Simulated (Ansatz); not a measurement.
# C4H9Cl: the cost of one run

Program: Ansatz 0.2.0, Gaussian basis. Level of theory: the settings change from run to run. These are calculated values, not measurements.

**1. The molecule**

The geometry comes from an earlier relaxation with PBE0-D4 in a triple-zeta def2 set; it is a stationary point, not always the lowest conformer.

14 atoms, charge 0, spin multiplicity 1.

Atoms are counted from 1 here; the program's logs count them from 0.

Bond lengths: C1–C2 1.524 Å, C1–H6 1.094 Å, C1–H7 1.093 Å, C1–H8 1.092 Å, C2–C3 1.519 Å, C2–C4 1.517 Å, C2–H9 1.096 Å, C3–H10 1.092 Å, C3–H11 1.095 Å, C3–H12 1.091 Å, C4–Cl5 1.787 Å, C4–H13 1.090 Å, C4–H14 1.092 Å. Angles: C2–C1–H6 110.9°, C2–C1–H7 111.7°, C2–C1–H8 110.6°, H6–C1–H7 108.0°, H6–C1–H8 107.5°, H7–C1–H8 107.9°, C1–C2–C3 111.3°, C1–C2–C4 108.6°, C1–C2–H9 108.6°, C3–C2–C4 112.1°, C3–C2–H9 108.8°, C4–C2–H9 107.4°, C2–C3–H10 110.7°, C2–C3–H11 110.6°, C2–C3–H12 111.4°, H10–C3–H11 107.7°, H10–C3–H12 108.2°, H11–C3–H12 108.0° and more.

**2. wB97X/def2-TZVPP**

File in.yaml:

```yaml
crystal:
  periodic: [false, false, false]
  atoms:
    - {symbol: C, position_ang: [-0.573298, -0.593172, 1.230420]}
    - {symbol: C, position_ang: [0.103160, 0.315557, 0.211363]}
    - {symbol: C, position_ang: [1.371901, -0.317610, -0.334623]}
    - {symbol: C, position_ang: [-0.892761, 0.637308, -0.886496]}
    - {symbol: Cl, position_ang: [-0.283689, 1.857805, -2.040528]}
    - {symbol: H, position_ang: [-0.870623, -1.541429, 0.772001]}
    - {symbol: H, position_ang: [-1.466954, -0.129721, 1.655932]}
    - {symbol: H, position_ang: [0.108463, -0.824073, 2.051780]}
    - {symbol: H, position_ang: [0.364059, 1.259123, 0.704395]}
    - {symbol: H, position_ang: [2.082302, -0.516213, 0.470917]}
    - {symbol: H, position_ang: [1.147252, -1.270870, -0.823961]}
    - {symbol: H, position_ang: [1.857966, 0.330658, -1.065121]}
    - {symbol: H, position_ang: [-1.815494, 1.044675, -0.473577]}
    - {symbol: H, position_ang: [-1.132295, -0.252037, -1.472505]}
basis:
  gaussian: {orbitals: def2-TZVPP}
hamiltonian: {xc: {name: wB97X}}
output: {forces: true}
```

On the command line:

```
> ansatz run in.yaml --threads 4 --pin off --events-out ev --progress --plain --max-ram 10444MiB
```

Q: Estimate wall time and peak memory on 4 threads of Intel Xeon at 2.70GHz, shared host.

About 15 s, with a peak of 1.2 GiB.
